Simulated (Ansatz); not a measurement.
Born–Oppenheimer molecular dynamics of H6NSi (8 atoms, charge 0, multiplicity 2). It starts at the highest image of a converged band, a first-order saddle point between two minima.

The calculation used UKS PBE0-D4/def2-SVP in Ansatz.

```json
{
  "ensemble": "NVE (velocity Verlet)",
  "time step": "0.5 fs",
  "steps asked": "200",
  "starting velocities drawn for": "100 K",
  "seed": "4222"
}
```

First frame:

```xyz
8
Properties=species:S:1:pos:R:3
H 0.325 -1.267 1.011
N 0.875 -0.061 0.482
Si -0.237 0.520 -0.765
H -0.248 -1.786 1.387
H 0.851 0.511 1.335
H -1.578 0.974 -0.276
H 0.440 1.684 -1.417
H -0.427 -0.575 -1.756
```

**Question.** How far do the bonds stretch over the last three quarters of this one trajectory? (Pairs bonded in most of those frames.)

**Answer.** 
| bond | mean (Å) | spread (Å) | shortest | longest |
| --- | --- | --- | --- | --- |
| H1–H4 | 0.766 | 0.011 | 0.75 | 0.80 |
| N2–Si3 | 1.765 | 0.018 | 1.74 | 1.79 |
| N2–H5 | 1.030 | 0.016 | 1.00 | 1.05 |
| Si3–H6 | 1.500 | 0.027 | 1.46 | 1.54 |
| Si3–H7 | 1.500 | 0.014 | 1.48 | 1.52 |
| Si3–H8 | 1.490 | 0.002 | 1.49 | 1.49 |

Mean temperature of the second half: 220 K. The conserved energy stayed within 0.067 meV per atom of its start (net change 0.022 meV per atom), so the integration is sound. The kinetic energy rose, since the run started high on the potential surface and went downhill. It ends in pieces (H2 + H4NSi), so much of that is their flight and rotation, not heat. A run of 0.1 ps of so small a system gives no equilibrium averages.

The run took 2.4 min on 2 threads of AMD EPYC 9R14 (Zen 4), on a shared host, peak memory 0.15 GiB.
